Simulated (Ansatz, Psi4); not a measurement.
Species: C$_{2}$H$_{2}$Cl$_{4}$ (charge 0, singlet). SMILES: ClC(Cl)C(Cl)Cl
Geometry: optimised at B3LYP-D3(BJ)/def2-TZVP (Ansatz, a first-principles code).

wB97X-D/6-31G* beside other levels, property by property. Terms: atomisation electronic, to ground-state atoms; no dispersion term unless named; six Cartesian d functions in 6-31G* and its kin unless marked 5d; non-relativistic; no spin-orbit coupling; UHF or UKS for open shells; valence correlation only. Basis-set limits of correlation are two-point, X^-3; Hartree-Fock from the larger set. The bracket is a focal-point correction in the basis named. First-principles rows: single points at B3LYP-D3(BJ) geometries (Ansatz), with unscaled harmonic terms from B3LYP/6-31G* (Ansatz) at its own minima, enthalpies of formation by atomisation with measured atoms.

Measured values: CRC Handbook, as tabulated in the package chemicals; they hold spin-orbit and core effects, anharmonicity and other conformers. For ClC(Cl)C(Cl)Cl (enthalpy of formation at 298 K) the tabulated value and RI-MP2/CBS(cc-pV(T+d)Z,cc-pV(Q+d)Z)+[CCSD(T)-MP2]/cc-pV(T+d)Z (Ansatz) part by 3.1 kcal/mol: another conformer or state, missing terms or a fault of the table's entry are possible. Coupled cluster (Ansatz) is a level with limits of its own, used here on species with T1 under 0.025 (0.045 for open shells) and stable references: RI-MP2/CBS(cc-pV(T+d)Z,cc-pV(Q+d)Z)+[CCSD(T)-MP2]/cc-pV(T+d)Z.

```json
[
 {"property": "C-C bond dissociation enthalpy at 298 K, to Cl[CH]Cl + Cl[CH]Cl (kcal/mol)", "wB97X-D/6-31G* (Psi4)": "76.1", "HF/STO-3G (Ansatz)": "72.4", "r2SCAN-D4/def2-TZVPD (Ansatz + dftd4)": "68.2", "B3LYP-D3(BJ)/def2-TZVPD (Ansatz + dftd3)": "71.3", "to compare with": "81.1 coupled cluster"},
 {"property": "enthalpy of formation at 298 K (kcal/mol)", "wB97X-D/6-31G* (Psi4)": "-29.0", "HF/STO-3G (Ansatz)": "95.2", "r2SCAN-D4/def2-TZVPD (Ansatz + dftd4)": "-44.4", "B3LYP-D3(BJ)/def2-TZVPD (Ansatz + dftd3)": "-30.4", "to compare with": "-35.7 measured"},
 {"property": "atomisation energy (kcal/mol)", "wB97X-D/6-31G* (Psi4)": "609.2", "HF/STO-3G (Ansatz)": "484.9", "r2SCAN-D4/def2-TZVPD (Ansatz + dftd4)": "624.6", "B3LYP-D3(BJ)/def2-TZVPD (Ansatz + dftd3)": "610.6", "to compare with": "618.9 coupled cluster"}
]
```

As the rows show:
- C-C bond dissociation enthalpy at 298 K, to Cl[CH]Cl + Cl[CH]Cl: wB97X-D/6-31G* lies 5.0 kcal/mol below coupled cluster.
- enthalpy of formation at 298 K: wB97X-D/6-31G* lies 6.7 kcal/mol above the measured value.
- atomisation energy: wB97X-D/6-31G* lies 9.7 kcal/mol below coupled cluster.

The properties are those with a value to compare with, at most eight drawn at random. No case is left out for the size of its miss. Left out are saddle points of the reference geometry, anions that the best level run finds unbound, excited spin states, species near biochemistry, 298 K rows of species without real B3LYP wavenumbers, cases with under five habitual levels, runs that failed or that the program found above a lower state of the same kind, table entries that another table contradicts, and a share of species set aside by lot.
